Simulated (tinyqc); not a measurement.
Inside a calculation (part 2 of 3). Method: ROHF in the sto-3g basis, for NH, spin multiplicity 3. Computed by tinyqc, a small Python program that keeps every step (integrals from PySCF). Command: `OMP_NUM_THREADS=1 python tinyqc.py 26683 26684 out.jsonl` (the two numbers bound the seeds that draw the settings). One thread of a shared host (Intel(R) Xeon(R) Processor @ 2.60GHz), about 0.06 s of CPU time with the checks.

Geometry (angstrom):
```
atom         x         y         z
N     0.000000  0.000000  0.000000
H     0.000000  0.000000  1.855000
```

## Iteration 3: building the Fock matrix

D(alpha) after iteration 2, order 1N 1s, 1N 2s, 1N 2px, 1N 2py, 1N 2pz, 2H 1s:
$$\begin{pmatrix}
1.058127 & -0.247380 & 0.000000 & 0.000000 & 0.011454 & -0.004424 \\
-0.247380 & 1.053474 & 0.000000 & 0.000000 & -0.056602 & 0.006704 \\
0.000000 & 0.000000 & 1.000000 & 0.000000 & 0.000000 & 0.000000 \\
0.000000 & 0.000000 & 0.000000 & 1.000000 & 0.000000 & 0.000000 \\
0.011454 & -0.056602 & 0.000000 & 0.000000 & 0.776372 & 0.316818 \\
-0.004424 & 0.006704 & 0.000000 & 0.000000 & 0.316818 & 0.130136
\end{pmatrix}$$

D(beta) after iteration 2, order 1N 1s, 1N 2s, 1N 2px, 1N 2py, 1N 2pz, 2H 1s:
$$\begin{pmatrix}
1.058127 & -0.247380 & 0.000000 & 0.000000 & 0.011454 & -0.004424 \\
-0.247380 & 1.053474 & 0.000000 & 0.000000 & -0.056602 & 0.006704 \\
0.000000 & 0.000000 & 0.000000 & 0.000000 & 0.000000 & 0.000000 \\
0.000000 & 0.000000 & 0.000000 & 0.000000 & 0.000000 & 0.000000 \\
0.011454 & -0.056602 & 0.000000 & 0.000000 & 0.776372 & 0.316818 \\
-0.004424 & 0.006704 & 0.000000 & 0.000000 & 0.316818 & 0.130136
\end{pmatrix}$$

core Hamiltonian H = T + V (hartree), order 1N 1s, 1N 2s, 1N 2px, 1N 2py, 1N 2pz, 2H 1s:
$$\begin{pmatrix}
-24.480481 & -5.628412 & 0.000000 & 0.000000 & -0.004715 & -0.209567 \\
-5.628412 & -6.542623 & 0.000000 & 0.000000 & -0.060146 & -0.644284 \\
0.000000 & 0.000000 & -5.186151 & 0.000000 & 0.000000 & 0.000000 \\
0.000000 & 0.000000 & 0.000000 & -5.186151 & 0.000000 & 0.000000 \\
-0.004715 & -0.060146 & 0.000000 & 0.000000 & -5.213554 & -0.622154 \\
-0.209567 & -0.644284 & 0.000000 & 0.000000 & -0.622154 & -2.461904
\end{pmatrix}$$

Two-electron integrals (ij|kl) in chemists' order, unique and non-zero (hartree):
```
(11|11) 4.166630   (21|11) 0.640849   (21|21) 0.117461   (22|11) 0.969864
(22|21) 0.220936   (22|22) 0.708245   (31|31) 0.020960   (32|31) 0.032452
(32|32) 0.156449   (33|11) 0.967124   (33|21) 0.220977   (33|22) 0.708086
(33|33) 0.762805   (41|41) 0.020960   (42|41) 0.032452   (42|42) 0.156449
(43|43) 0.041119   (44|11) 0.967124   (44|21) 0.220977   (44|22) 0.708086
(44|33) 0.680568   (44|44) 0.762805   (51|51) 0.020960   (52|51) 0.032452
(52|52) 0.156449   (53|53) 0.041119   (54|54) 0.041119   (55|11) 0.967124
(55|21) 0.220977   (55|22) 0.708086   (55|33) 0.680568   (55|44) 0.680568
(55|55) 0.762805   (61|11) 0.023852   (61|21) 0.004342   (61|22) 0.008138
(61|33) 0.008123   (61|44) 0.008123   (61|51) 0.000219   (61|52) 0.000415
(61|55) 0.008169   (61|61) 0.000163   (62|11) 0.079568   (62|21) 0.018445
(62|22) 0.068477   (62|33) 0.067033   (62|44) 0.067033   (62|51) 0.001512
(62|52) 0.013187   (62|55) 0.071293   (62|61) 0.000701   (62|62) 0.010052
(63|31) 0.001581   (63|32) 0.010081   (63|53) 0.002478   (63|63) 0.001104
(64|41) 0.001581   (64|42) 0.010081   (64|54) 0.002478   (64|64) 0.001104
(65|11) 0.075667   (65|21) 0.017718   (65|22) 0.069891   (65|33) 0.067013
(65|44) 0.067013   (65|51) 0.002688   (65|52) 0.021361   (65|55) 0.075566
(65|61) 0.000691   (65|62) 0.012242   (65|65) 0.015771   (66|11) 0.285030
(66|21) 0.066983   (66|22) 0.283990   (66|33) 0.275621   (66|44) 0.275621
(66|51) 0.004669   (66|52) 0.058310   (66|55) 0.300573   (66|61) 0.002538
(66|62) 0.061038   (66|65) 0.083970   (66|66) 0.774606
```

nuclear repulsion = 1.99689514 hartree

J_ij = sum D_kl (ij|kl) with D = D(alpha) + D(beta), K_ij = sum D_kl (ik|jl) for each spin; F = H + J - K(s); E = tr D H + tr D J / 2 - 0.5 sum_s tr D(s) K(s) + E_nn.

Coulomb J (hartree), order 1N 1s, 1N 2s, 1N 2px, 1N 2py, 1N 2pz, 2H 1s:
$$\begin{pmatrix}
13.834697 & 2.530850 & 0.000000 & 0.000000 & -0.001729 & 0.093725 \\
2.530850 & 6.005920 & 0.000000 & 0.000000 & 0.008658 & 0.567920 \\
0.000000 & 0.000000 & 5.978351 & 0.000000 & 0.000000 & 0.000000 \\
0.000000 & 0.000000 & 0.000000 & 5.978351 & 0.000000 & 0.000000 \\
-0.001729 & 0.008658 & 0.000000 & 0.000000 & 6.041255 & 0.578657 \\
0.093725 & 0.567920 & 0.000000 & 0.000000 & 0.578657 & 2.449848
\end{pmatrix}$$

exchange K(alpha) (hartree), order 1N 1s, 1N 2s, 1N 2px, 1N 2py, 1N 2pz, 2H 1s:
$$\begin{pmatrix}
4.273700 & 0.732473 & 0.000000 & 0.000000 & 0.000289 & 0.030163 \\
0.732473 & 1.205877 & 0.000000 & 0.000000 & -0.014612 & 0.134375 \\
0.000000 & 0.000000 & 1.008620 & 0.000000 & 0.000000 & 0.000000 \\
0.000000 & 0.000000 & 0.000000 & 1.008620 & 0.000000 & 0.000000 \\
0.000289 & -0.014612 & 0.000000 & 0.000000 & 0.895592 & 0.183751 \\
0.030163 & 0.134375 & 0.000000 & 0.000000 & 0.183751 & 0.178304
\end{pmatrix}$$

exchange K(beta) (hartree), order 1N 1s, 1N 2s, 1N 2px, 1N 2py, 1N 2pz, 2H 1s:
$$\begin{pmatrix}
4.231779 & 0.667570 & 0.000000 & 0.000000 & 0.000289 & 0.027000 \\
0.667570 & 0.892978 & 0.000000 & 0.000000 & -0.014612 & 0.114213 \\
0.000000 & 0.000000 & 0.204697 & 0.000000 & 0.000000 & 0.000000 \\
0.000000 & 0.000000 & 0.000000 & 0.204697 & 0.000000 & 0.000000 \\
0.000289 & -0.014612 & 0.000000 & 0.000000 & 0.813355 & 0.178795 \\
0.027000 & 0.114213 & 0.000000 & 0.000000 & 0.178795 & 0.176096
\end{pmatrix}$$

F(alpha) (hartree), order 1N 1s, 1N 2s, 1N 2px, 1N 2py, 1N 2pz, 2H 1s:
$$\begin{pmatrix}
-14.919485 & -3.830036 & 0.000000 & 0.000000 & -0.006732 & -0.146005 \\
-3.830036 & -1.742580 & 0.000000 & 0.000000 & -0.036876 & -0.210738 \\
0.000000 & 0.000000 & -0.216420 & 0.000000 & 0.000000 & 0.000000 \\
0.000000 & 0.000000 & 0.000000 & -0.216420 & 0.000000 & 0.000000 \\
-0.006732 & -0.036876 & 0.000000 & 0.000000 & -0.067892 & -0.227248 \\
-0.146005 & -0.210738 & 0.000000 & 0.000000 & -0.227248 & -0.190361
\end{pmatrix}$$

F(beta) (hartree), order 1N 1s, 1N 2s, 1N 2px, 1N 2py, 1N 2pz, 2H 1s:
$$\begin{pmatrix}
-14.877564 & -3.765133 & 0.000000 & 0.000000 & -0.006732 & -0.142842 \\
-3.765133 & -1.429681 & 0.000000 & 0.000000 & -0.036876 & -0.190577 \\
0.000000 & 0.000000 & 0.587503 & 0.000000 & 0.000000 & 0.000000 \\
0.000000 & 0.000000 & 0.000000 & 0.587503 & 0.000000 & 0.000000 \\
-0.006732 & -0.036876 & 0.000000 & 0.000000 & 0.014345 & -0.222291 \\
-0.142842 & -0.190577 & 0.000000 & 0.000000 & -0.222291 & -0.188152
\end{pmatrix}$$

total energy of this density = -53.92105463 hartree

## Iteration 3: Roothaan effective Fock matrix

overlap S, order 1N 1s, 1N 2s, 1N 2px, 1N 2py, 1N 2pz, 2H 1s:
$$\begin{pmatrix}
1.000000 & 0.235038 & 0.000000 & 0.000000 & 0.000000 & 0.008667 \\
0.235038 & 1.000000 & 0.000000 & 0.000000 & 0.000000 & 0.132491 \\
0.000000 & 0.000000 & 1.000000 & 0.000000 & 0.000000 & 0.000000 \\
0.000000 & 0.000000 & 0.000000 & 1.000000 & 0.000000 & 0.000000 \\
0.000000 & 0.000000 & 0.000000 & 0.000000 & 1.000000 & 0.152262 \\
0.008667 & 0.132491 & 0.000000 & 0.000000 & 0.152262 & 1.000000
\end{pmatrix}$$

With projectors Pc = D(beta) S, Po = (D(alpha) - D(beta)) S, Pv = 1 - D(alpha) S, the block xy is Px^T F Py; with Fc = (F(alpha) + F(beta))/2, the blocks are Fc for cc, oo, vv and cv, F(beta) for co and F(alpha) for ov.

effective F (hartree), order 1N 1s, 1N 2s, 1N 2px, 1N 2py, 1N 2pz, 2H 1s:
$$\begin{pmatrix}
-14.898524 & -3.797584 & 0.000000 & 0.000000 & -0.006732 & -0.144424 \\
-3.797584 & -1.586131 & 0.000000 & 0.000000 & -0.036876 & -0.200657 \\
0.000000 & 0.000000 & 0.185542 & 0.000000 & 0.000000 & 0.000000 \\
0.000000 & 0.000000 & 0.000000 & 0.185542 & 0.000000 & 0.000000 \\
-0.006732 & -0.036876 & 0.000000 & 0.000000 & -0.026773 & -0.224770 \\
-0.144424 & -0.200657 & 0.000000 & 0.000000 & -0.224770 & -0.189257
\end{pmatrix}$$

## Iteration 3: DIIS over 3 matrices

error matrix X^T (FDS - SDF) X:
$$\begin{pmatrix}
0.000000 & 0.003324 & 0.000000 & 0.000000 & 0.186601 & 0.119609 \\
-0.003324 & 0.000000 & 0.000000 & 0.000000 & 0.257977 & 0.166024 \\
0.000000 & 0.000000 & 0.000000 & 0.000000 & 0.000000 & 0.000000 \\
0.000000 & 0.000000 & 0.000000 & 0.000000 & 0.000000 & 0.000000 \\
-0.186601 & -0.257977 & 0.000000 & 0.000000 & 0.000000 & 0.037293 \\
-0.119609 & -0.166024 & 0.000000 & 0.000000 & -0.037293 & 0.000000
\end{pmatrix}$$

B (overlaps of the stored error matrices):
$$\begin{pmatrix}
4.2505922e-01 & -7.4690074e-02 & 2.8172990e-01 \\
-7.4690074e-02 & 1.1582694e-01 & -1.3185896e-01 \\
2.8172990e-01 & -1.3185896e-01 & 2.8928787e-01
\end{pmatrix}$$

Minimise |sum c_i e_i|^2 with sum c_i = 1: solve [B -1; -1 0][c; lambda] = [0; -1] with B_ij = tr e_i^T e_j, and take F = sum c_i F_i.

DIIS coefficients: [-0.229554, 0.651890, 0.577664]

extrapolated F (hartree), order 1N 1s, 1N 2s, 1N 2px, 1N 2py, 1N 2pz, 2H 1s:
$$\begin{pmatrix}
-15.582560 & -3.935243 & 0.000000 & 0.000000 & -0.002499 & -0.148648 \\
-3.935243 & -1.983029 & 0.000000 & 0.000000 & 0.017296 & -0.205543 \\
0.000000 & 0.000000 & -0.084621 & -0.058190 & 0.000000 & 0.000000 \\
0.000000 & 0.000000 & -0.058190 & -0.101970 & 0.000000 & 0.000000 \\
-0.002499 & 0.017296 & 0.000000 & 0.000000 & -0.281812 & -0.173735 \\
-0.148648 & -0.205543 & 0.000000 & 0.000000 & -0.173735 & -0.093091
\end{pmatrix}$$

## Iteration 3: diagonalisation and new density

X, order 1N 1s, 1N 2s, 1N 2px, 1N 2py, 1N 2pz, 2H 1s:
$$\begin{pmatrix}
-0.651899 & 0.476842 & 0.000000 & 0.000000 & -0.409871 & 0.488588 \\
0.791443 & -0.243112 & 0.000000 & 0.000000 & -0.232347 & 0.582142 \\
0.000000 & 0.000000 & 0.997487 & 0.070849 & 0.000000 & 0.000000 \\
0.000000 & 0.000000 & -0.070849 & 0.997487 & 0.000000 & 0.000000 \\
0.277508 & 0.705004 & 0.000000 & 0.000000 & 0.637464 & 0.209238 \\
-0.507766 & -0.605827 & 0.000000 & 0.000000 & 0.512452 & 0.394448
\end{pmatrix}$$

Diagonalise F' = X^T F X, C = X C', fill 5 alpha and 3 beta electrons from the bottom; D(s) = C_occ C_occ^T. Each column has its largest component positive (the first on a tie).

F' = X^T F X (hartree):
$$\begin{pmatrix}
-3.725028 & 3.184024 & 0.000000 & 0.000000 & -3.192479 & 4.100328 \\
3.184024 & -2.756050 & 0.000000 & 0.000000 & 2.801839 & -3.906984 \\
0.000000 & 0.000000 & -0.076484 & -0.056379 & 0.000000 & 0.000000 \\
0.000000 & 0.000000 & -0.056379 & -0.110108 & 0.000000 & 0.000000 \\
-3.192479 & 2.801839 & 0.000000 & 0.000000 & -3.619253 & 4.605081 \\
4.100328 & -3.906984 & 0.000000 & 0.000000 & 4.605081 & -6.833944
\end{pmatrix}$$

orbital energies (hartree): MO1 -15.588016, MO2 -1.048197, MO3 -0.339398, MO4 -0.152128, MO5 -0.034463, MO6 0.041335

coefficients C, order 1N 1s, 1N 2s, 1N 2px, 1N 2py, 1N 2pz, 2H 1s:
$$\begin{pmatrix}
0.995108 & -0.260044 & 0.008868 & 0.000000 & 0.000000 & 0.033482 \\
0.020073 & 1.023350 & -0.050676 & 0.000000 & 0.000000 & -0.167763 \\
0.000000 & 0.000000 & 0.000000 & 0.652901 & 0.757443 & 0.000000 \\
0.000000 & 0.000000 & 0.000000 & 0.757443 & -0.652901 & 0.000000 \\
0.000368 & -0.023332 & 0.860090 & 0.000000 & 0.000000 & -0.532805 \\
-0.001591 & 0.033086 & 0.398426 & 0.000000 & 0.000000 & 0.939792
\end{pmatrix}$$

D(alpha) after iteration 3, order 1N 1s, 1N 2s, 1N 2px, 1N 2py, 1N 2pz, 2H 1s:
$$\begin{pmatrix}
1.057942 & -0.246590 & 0.000000 & 0.000000 & 0.014061 & -0.006654 \\
-0.246590 & 1.050216 & 0.000000 & 0.000000 & -0.067455 & 0.013636 \\
0.000000 & 0.000000 & 1.000000 & 0.000000 & 0.000000 & 0.000000 \\
0.000000 & 0.000000 & 0.000000 & 1.000000 & 0.000000 & 0.000000 \\
0.014061 & -0.067455 & 0.000000 & 0.000000 & 0.740300 & 0.341910 \\
-0.006654 & 0.013636 & 0.000000 & 0.000000 & 0.341910 & 0.159840
\end{pmatrix}$$

D(beta) after iteration 3, order 1N 1s, 1N 2s, 1N 2px, 1N 2py, 1N 2pz, 2H 1s:
$$\begin{pmatrix}
1.057942 & -0.246590 & 0.000000 & 0.000000 & 0.014061 & -0.006654 \\
-0.246590 & 1.050216 & 0.000000 & 0.000000 & -0.067455 & 0.013636 \\
0.000000 & 0.000000 & 0.000000 & 0.000000 & 0.000000 & 0.000000 \\
0.000000 & 0.000000 & 0.000000 & 0.000000 & 0.000000 & 0.000000 \\
0.014061 & -0.067455 & 0.000000 & 0.000000 & 0.740300 & 0.341910 \\
-0.006654 & 0.013636 & 0.000000 & 0.000000 & 0.341910 & 0.159840
\end{pmatrix}$$

## Iteration 4: building the Fock matrix

As before.

Coulomb J (hartree), order 1N 1s, 1N 2s, 1N 2px, 1N 2py, 1N 2pz, 2H 1s:
$$\begin{pmatrix}
13.785612 & 2.519833 & 0.000000 & 0.000000 & -0.002332 & 0.093310 \\
2.519833 & 5.976273 & 0.000000 & 0.000000 & 0.008175 & 0.566930 \\
0.000000 & 0.000000 & 5.949866 & 0.000000 & 0.000000 & 0.000000 \\
0.000000 & 0.000000 & 0.000000 & 5.949866 & 0.000000 & 0.000000 \\
-0.002332 & 0.008175 & 0.000000 & 0.000000 & 6.009295 & 0.578784 \\
0.093310 & 0.566930 & 0.000000 & 0.000000 & 0.578784 & 2.480052
\end{pmatrix}$$

exchange K(alpha) (hartree), order 1N 1s, 1N 2s, 1N 2px, 1N 2py, 1N 2pz, 2H 1s:
$$\begin{pmatrix}
4.272774 & 0.731390 & 0.000000 & 0.000000 & 0.000363 & 0.030100 \\
0.731390 & 1.200081 & 0.000000 & 0.000000 & -0.020113 & 0.138018 \\
0.000000 & 0.000000 & 1.006964 & 0.000000 & 0.000000 & 0.000000 \\
0.000000 & 0.000000 & 0.000000 & 1.006964 & 0.000000 & 0.000000 \\
0.000363 & -0.020113 & 0.000000 & 0.000000 & 0.872159 & 0.190916 \\
0.030100 & 0.138018 & 0.000000 & 0.000000 & 0.190916 & 0.205499
\end{pmatrix}$$

exchange K(beta) (hartree), order 1N 1s, 1N 2s, 1N 2px, 1N 2py, 1N 2pz, 2H 1s:
$$\begin{pmatrix}
4.230853 & 0.666487 & 0.000000 & 0.000000 & 0.000363 & 0.026937 \\
0.666487 & 0.887182 & 0.000000 & 0.000000 & -0.020113 & 0.117856 \\
0.000000 & 0.000000 & 0.203041 & 0.000000 & 0.000000 & 0.000000 \\
0.000000 & 0.000000 & 0.000000 & 0.203041 & 0.000000 & 0.000000 \\
0.000363 & -0.020113 & 0.000000 & 0.000000 & 0.789922 & 0.185959 \\
0.026937 & 0.117856 & 0.000000 & 0.000000 & 0.185959 & 0.203291
\end{pmatrix}$$

F(alpha) (hartree), order 1N 1s, 1N 2s, 1N 2px, 1N 2py, 1N 2pz, 2H 1s:
$$\begin{pmatrix}
-14.967643 & -3.839969 & 0.000000 & 0.000000 & -0.007410 & -0.146357 \\
-3.839969 & -1.766431 & 0.000000 & 0.000000 & -0.031858 & -0.215371 \\
0.000000 & 0.000000 & -0.243250 & 0.000000 & 0.000000 & 0.000000 \\
0.000000 & 0.000000 & 0.000000 & -0.243250 & 0.000000 & 0.000000 \\
-0.007410 & -0.031858 & 0.000000 & 0.000000 & -0.076418 & -0.234286 \\
-0.146357 & -0.215371 & 0.000000 & 0.000000 & -0.234286 & -0.187352
\end{pmatrix}$$

F(beta) (hartree), order 1N 1s, 1N 2s, 1N 2px, 1N 2py, 1N 2pz, 2H 1s:
$$\begin{pmatrix}
-14.925722 & -3.775066 & 0.000000 & 0.000000 & -0.007410 & -0.143194 \\
-3.775066 & -1.453532 & 0.000000 & 0.000000 & -0.031858 & -0.195210 \\
0.000000 & 0.000000 & 0.560674 & 0.000000 & 0.000000 & 0.000000 \\
0.000000 & 0.000000 & 0.000000 & 0.560674 & 0.000000 & 0.000000 \\
-0.007410 & -0.031858 & 0.000000 & 0.000000 & 0.005819 & -0.229329 \\
-0.143194 & -0.195210 & 0.000000 & 0.000000 & -0.229329 & -0.185143
\end{pmatrix}$$

total energy of this density = -53.95189102 hartree

## Iteration 4: Roothaan effective Fock matrix

As before.

effective F (hartree), order 1N 1s, 1N 2s, 1N 2px, 1N 2py, 1N 2pz, 2H 1s:
$$\begin{pmatrix}
-14.946683 & -3.807518 & 0.000000 & 0.000000 & -0.007410 & -0.144776 \\
-3.807518 & -1.609982 & 0.000000 & 0.000000 & -0.031858 & -0.205291 \\
0.000000 & 0.000000 & 0.158712 & 0.000000 & 0.000000 & 0.000000 \\
0.000000 & 0.000000 & 0.000000 & 0.158712 & 0.000000 & 0.000000 \\
-0.007410 & -0.031858 & 0.000000 & 0.000000 & -0.035299 & -0.231808 \\
-0.144776 & -0.205291 & 0.000000 & 0.000000 & -0.231808 & -0.186248
\end{pmatrix}$$

## Iteration 4: DIIS over 4 matrices

error matrix X^T (FDS - SDF) X:
$$\begin{pmatrix}
0.000000 & 0.013511 & 0.000000 & 0.000000 & 0.173312 & 0.107289 \\
-0.013511 & 0.000000 & 0.000000 & 0.000000 & 0.242398 & 0.152766 \\
0.000000 & 0.000000 & 0.000000 & 0.000000 & 0.000000 & 0.000000 \\
0.000000 & 0.000000 & 0.000000 & 0.000000 & 0.000000 & 0.000000 \\
-0.173312 & -0.242398 & 0.000000 & 0.000000 & 0.000000 & 0.034758 \\
-0.107289 & -0.152766 & 0.000000 & 0.000000 & -0.034758 & 0.000000
\end{pmatrix}$$

B (overlaps of the stored error matrices):
$$\begin{pmatrix}
4.2505922e-01 & -7.4690074e-02 & 2.8172990e-01 & 2.5966756e-01 \\
-7.4690074e-02 & 1.1582694e-01 & -1.3185896e-01 & -1.2615472e-01 \\
2.8172990e-01 & -1.3185896e-01 & 2.8928787e-01 & 2.6882001e-01 \\
2.5966756e-01 & -1.2615472e-01 & 2.6882001e-01 & 2.5006622e-01
\end{pmatrix}$$

As before.

DIIS coefficients: [-0.077893, 0.429259, -4.665660, 5.314294]

extrapolated F (hartree), order 1N 1s, 1N 2s, 1N 2px, 1N 2py, 1N 2pz, 2H 1s:
$$\begin{pmatrix}
-15.589096 & -3.938679 & 0.000000 & 0.000000 & -0.006105 & -0.148815 \\
-3.938679 & -1.953105 & 0.000000 & 0.000000 & 0.020055 & -0.226621 \\
0.000000 & 0.000000 & -0.133185 & -0.048411 & 0.000000 & 0.000000 \\
0.000000 & 0.000000 & -0.048411 & -0.147618 & 0.000000 & 0.000000 \\
-0.006105 & 0.020055 & 0.000000 & 0.000000 & -0.229891 & -0.224419 \\
-0.148815 & -0.226621 & 0.000000 & 0.000000 & -0.224419 & -0.108228
\end{pmatrix}$$

## Iteration 4: diagonalisation and new density

As before.

F' = X^T F X (hartree):
$$\begin{pmatrix}
-3.671790 & 3.220636 & 0.000000 & 0.000000 & -3.184703 & 4.122695 \\
3.220636 & -2.700907 & 0.000000 & 0.000000 & 2.832784 & -3.900818 \\
0.000000 & 0.000000 & -0.126415 & -0.046905 & 0.000000 & 0.000000 \\
0.000000 & 0.000000 & -0.046905 & -0.154388 & 0.000000 & 0.000000 \\
-3.184703 & 2.832784 & 0.000000 & 0.000000 & -3.629223 & 4.584943 \\
4.122695 & -3.900818 & 0.000000 & 0.000000 & 4.584943 & -6.845575
\end{pmatrix}$$

orbital energies (hartree): MO1 -15.594614, MO2 -1.017713, MO3 -0.344653, MO4 -0.189348, MO5 -0.091455, MO6 0.109484

coefficients C, order 1N 1s, 1N 2s, 1N 2px, 1N 2py, 1N 2pz, 2H 1s:
$$\begin{pmatrix}
0.995088 & -0.259098 & 0.017584 & 0.000000 & 0.000000 & 0.037718 \\
0.020155 & 1.018250 & -0.090143 & 0.000000 & 0.000000 & -0.181649 \\
0.000000 & 0.000000 & 0.000000 & 0.652901 & 0.757443 & 0.000000 \\
0.000000 & 0.000000 & 0.000000 & 0.757443 & -0.652901 & 0.000000 \\
0.000593 & -0.022536 & 0.786024 & 0.000000 & 0.000000 & -0.637055 \\
-0.001599 & 0.061156 & 0.513492 & 0.000000 & 0.000000 & 0.880700
\end{pmatrix}$$

D(alpha) after iteration 4, order 1N 1s, 1N 2s, 1N 2px, 1N 2py, 1N 2pz, 2H 1s:
$$\begin{pmatrix}
1.057641 & -0.245356 & 0.000000 & 0.000000 & 0.020251 & -0.008407 \\
-0.245356 & 1.045364 & 0.000000 & 0.000000 & -0.093790 & 0.015952 \\
0.000000 & 0.000000 & 1.000000 & 0.000000 & 0.000000 & 0.000000 \\
0.000000 & 0.000000 & 0.000000 & 1.000000 & 0.000000 & 0.000000 \\
0.020251 & -0.093790 & 0.000000 & 0.000000 & 0.618343 & 0.402238 \\
-0.008407 & 0.015952 & 0.000000 & 0.000000 & 0.402238 & 0.267416
\end{pmatrix}$$

D(beta) after iteration 4, order 1N 1s, 1N 2s, 1N 2px, 1N 2py, 1N 2pz, 2H 1s:
$$\begin{pmatrix}
1.057641 & -0.245356 & 0.000000 & 0.000000 & 0.020251 & -0.008407 \\
-0.245356 & 1.045364 & 0.000000 & 0.000000 & -0.093790 & 0.015952 \\
0.000000 & 0.000000 & 0.000000 & 0.000000 & 0.000000 & 0.000000 \\
0.000000 & 0.000000 & 0.000000 & 0.000000 & 0.000000 & 0.000000 \\
0.020251 & -0.093790 & 0.000000 & 0.000000 & 0.618343 & 0.402238 \\
-0.008407 & 0.015952 & 0.000000 & 0.000000 & 0.402238 & 0.267416
\end{pmatrix}$$
